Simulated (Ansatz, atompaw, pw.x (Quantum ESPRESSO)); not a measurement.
## sulfur (S): one change to the PAW (atompaw) potential, in the atom and in the diamond crystal

| Property | Result |
| --- | --- |
| Element | S (Z = 16) |
| Generator | atompaw 4.2.0.5 |
| Type | PAW |
| Functional | LDA (PW92) |
| Relativity | scalar-relativistic |
| Frozen core | [Ne] |
| Valence charge | 6 |
| Reference configuration | 3s2 3p4 |
| Partial waves | 3s (bound): rc 1.50 bohr; 3s channel at 3.8 Ry: rc 1.15 bohr; 3p (bound): rc 1.50 bohr; 3p channel at 1.9 Ry: rc 1.50 bohr; 3d channel at -0.05 Ry: rc 1.10 bohr |
| Local potential | ultrasoft scheme with l = 3 at 1 Ry, radius 1.40 bohr |
| Core correction | smooth core density matched at 1.20 bohr |
| Augmentation charge | besselshape compensation charge, radius 1.50 bohr; PAW radius 1.50 bohr; waves and projectors: custom polynom2 7 10 vanderbiltortho |

Change: added wave 3d channel at 2.8 Ry: rc 1.50 bohr.

Cutoffs, loose and tight: the cutoffs (Ry, on a coarse ladder) from which the occupation-weighted sum of valence levels, in a spherical-Bessel basis at the reference potential, stays within 10 and 1 mRy of its value at 400 Ry. They see the waves and projectors alone, not the compensation charge or the core.

Crystal test: diamond S in pw.x 7.5, no spin, 8³ k-points, Fermi–Dirac smearing 0.01 Ry, cutoffs set for each file from its atomic test. The reference is all-electron LAPW (Ansatz 0.2.0) with the same functional, mesh and smearing; V0 and B0 come from Birch–Murnaghan fits to the pressures at five volumes. Errors are pseudo minus all-electron; Δ is the rms difference of the E(V) curves that follow from these fits, minima aligned, over ±6 % about the mean V0. Mesh and smearing are coarse, so the numbers serve the comparison and aren't converged zero-temperature values; the lattice is a test structure that the element need not adopt.

All-electron: a0 = 5.636 Å (V0 = 22.38 Å³/atom), B0 = 52.8 GPa.

Q: Does the change bring the crystal closer to the all-electron result?

A: The mean pressure error goes from +0.19 to +2.86 GPa, so the change moves the solid further from the all-electron pressures.

```csv
quantity,base,changed
outcome (atom),generated,generated
"cutoff, loose (atom)",18 Ry,18 Ry
"cutoff, tight (atom)",21 Ry,21 Ry
bound ghosts (atom),none,none
cutoffs in pw.x (Ry),40/400,40/400
a0 (Å),5.643,5.728
a0 error (%),+0.12,+1.63
B0 error (%),+0.3,+1.1
Δ (meV/atom),0.9,13.0
mean pressure error (GPa),+0.19,+2.86
```

Changed file: This is a poor potential for the solid. The atomic cutoffs weigh occupied waves only.
